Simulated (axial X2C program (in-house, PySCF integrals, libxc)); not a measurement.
**FSiF⁻: properties at the nuclei**

Calculated with an in-house all-electron X2C program for linear molecules (integrals from PySCF): two-component X2C with atomic mean-field Coulomb and Gaunt terms, Gaussian nuclei, basis F dyall-av3z, Si dyall-v3z with contracted cores.

F–Si–F held linear, with bonds 1.779 and 1.779 Å (near the PBE0 minimum at charge -1 of the determinant lowest at the starting distance; the state shown can have its own minimum elsewhere, held linear; other orders of the atoms were not compared).

Input and command:
```json
{"zs": [9, 14, 9], "q": -1, "bas": ["dyall-av3z", "dyall-v3z", "dyall-av3z"], "r0": [1.8, 1.8], "symm": 1, "scan": ["PBE0", "HF", "BHandHLYP"], "levels": ["PBE0", "HF", "r2SCAN"], "nst": 2}
```
```bash
python solin.py task.json out
```

Keys: zs atomic numbers; q charge; bas basis sets; r0 starting distance in Å; symm equal bonds; scan levels of the two-bond scan; levels methods; nst determinants followed.

Determinant lowest in the PBE0 search, Ω = 1/2 (⟨Sz⟩ = -0.50, ⟨Lz⟩ = 1.00 at PBE0), spin on the atoms F 0.00, Si -0.51, F 0.00:

```json
{"level": "PBE0", "A∥/gI F (MHz)": "149", "qzz F (a.u.)": "0.40", "A∥/gI Si (MHz)": "542", "qzz Si (a.u.)": "-0.24"}
{"level": "HF", "A∥/gI F (MHz)": "127", "qzz F (a.u.)": "0.46", "A∥/gI Si (MHz)": "590", "qzz Si (a.u.)": "-0.17"}
{"level": "r2SCAN", "A∥/gI F (MHz)": "148", "qzz F (a.u.)": "0.37", "A∥/gI Si (MHz)": "484", "qzz Si (a.u.)": "-0.22"}
```

Determinant 0.02 eV from it at PBE0 and this distance, Ω = 3/2 (⟨Sz⟩ = 0.50, ⟨Lz⟩ = 1.00 at PBE0), spin on the atoms F 0.00, Si 0.51, F 0.00:

| level | A∥/gI F (MHz) | qzz F (a.u.) | A∥/gI Si (MHz) | qzz Si (a.u.) |
| --- | --- | --- | --- | --- |
| PBE0 | 29.8 | 0.40 | 54.7 | -0.25 |
| HF | 26.2 | 0.46 | 50.2 | -0.18 |
| r2SCAN | 31.3 | 0.37 | 58.9 | -0.23 |

A∥ (defined per Ω) follows by multiplying with gI = μI/(I μN); qzz is the electric field gradient, eQq0 = 234.96 MHz × Q/barn × qzz. The operators were transformed with the bare-nucleus X2C matrices; with these basis sets, hyperfine constants and field gradients can be off by tens of per cent, and where levels differ in sign neither size nor sign is settled.

(1) With gI(19F) = 5.2577, gI(29Si) = -1.1106 (g factors from the IAEA table of nuclear moments by Stone), turn the PBE0 values of the first state into constants in MHz.

The molecule was held linear; bending was not examined, so a bent shape may lie lower.

Each state is one determinant with collinear spin. Unrestricted Hartree–Fock can overshoot spin polarisation at the nuclei. For an anion, determinants above electron detachment, or with a positive highest level, are held by the basis set. The search compared states at one distance, so a state with another bond length can lie lower. PBE0 term energies can be off by some tenths of an eV.

Answers

(1) A∥(19F) = 149 × 5.2577 = 783 MHz; A∥(29Si) = 542 × -1.1106 = -602 MHz.
